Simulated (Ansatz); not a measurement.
`[CH3][Mg][F]` + H₂ → `[F][MgH]` + CH₄ at 500 K and 1 bar (hydrogenolysis of a Mg–C bond).

Isolated molecules relaxed with PBE0-D4/def2-TZVP in Ansatz; ΔE leaves out vibrations. CBS: MP2 limit from def2 TZ/QZ plus the TZ coupled-cluster correction, frozen cores. This one scheme is used for every species. For Mg outer-core shells are correlated without core-valence functions, which leaves a few kJ/mol of doubt a bond.

```
       species  CCSD(T)/CBS energy (Eh)  H − E (kJ/mol)  S (J/(mol·K))
`[CH3][Mg][F]`               -339.61123           126.5          316.7
            H₂                 -1.17544            41.0          145.5
    `[F][MgH]`               -300.33731            39.1          253.4
           CH₄                -40.46206           135.6          206.8
```

H − E and S are ideal-gas, rigid-rotor, harmonic terms from PBE0-D4/def2-TZVP. The MP2-based limit puts H₂ 0.8 mEh under its directly extrapolated value; such offsets cancel only in part. 1 Eh = 2625.50 kJ/mol, R = 8.31446 J/(mol·K).

By hand: ΔE, ΔH, ΔS and ΔG.

ΔE = (-300.33731) + (-40.46206) − (-339.61123) − (-1.17544) = -0.01270 Eh = -33.3 kJ/mol. Δ(H − E) = 39.1 + 135.6 − 126.5 − 41.0 = 7.2, so ΔH = -26.1 kJ/mol. ΔS = 253.4 + 206.8 − 316.7 − 145.5 = -2.0 J/(mol·K). ΔG = -26.1 − 500 × (-2.0)/1000 = -25.1 kJ/mol.

By hand: the equilibrium constant, and the temperature at which ΔG would vanish if ΔH and ΔS stayed fixed.

log₁₀ K = −ΔG/(RT ln 10) = 2.6. ΔG = 0 at ΔH/ΔS = 13050 K, far beyond where these terms or the molecules hold.

The number of gas molecules stays the same, so ΔS is small and ΔH decides. A doubt of 5 kJ/mol in ΔE shifts log₁₀ K by 0.5 here. These are equilibria of isolated gas molecules and say nothing of rates. Largest T1 diagnostic: 0.011 (customary marks: 0.02 for closed shells, 0.045 for open ones).
